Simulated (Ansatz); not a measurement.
## Several solutions for singlet MgS in separate pieces

```tsv
atom	x (Å)	y (Å)	z (Å)
Mg	0.0000	0.0000	0.0000
S	0.0000	0.0000	6.4200
```

Basis set: def2-SVP (spherical functions). Charge 0, multiplicity 1.

UHF was run from several starts with Ansatz (development build ahead of 0.2.0).

```json
{"run": "A", "program": "Ansatz", "start": "stability test followed", "converged": "yes", "energy (hartree)": "-596.88154", "<S²>": "1.02"}
{"run": "B", "program": "Ansatz", "start": "atomic start, no search", "converged": "yes", "energy (hartree)": "-596.81695", "<S²>": "0.00"}
{"run": "C", "program": "Ansatz", "start": "search for the lowest state", "converged": "yes", "energy (hartree)": "-596.88154", "<S²>": "1.02"}
```

Problem. Which runs reached the lowest solution of this kind, and what is wrong with the others?

Solution. A, C reached the lowest solution found. Converged but too high: B by 1.76 eV. Convergence only shows a stationary point, and even a stable one can lie too high; stability tests and further starts are what find lower ones. Caution: another spin multiplicity may lie lower. Caution: the unrestricted determinant is a mixture of spin states.
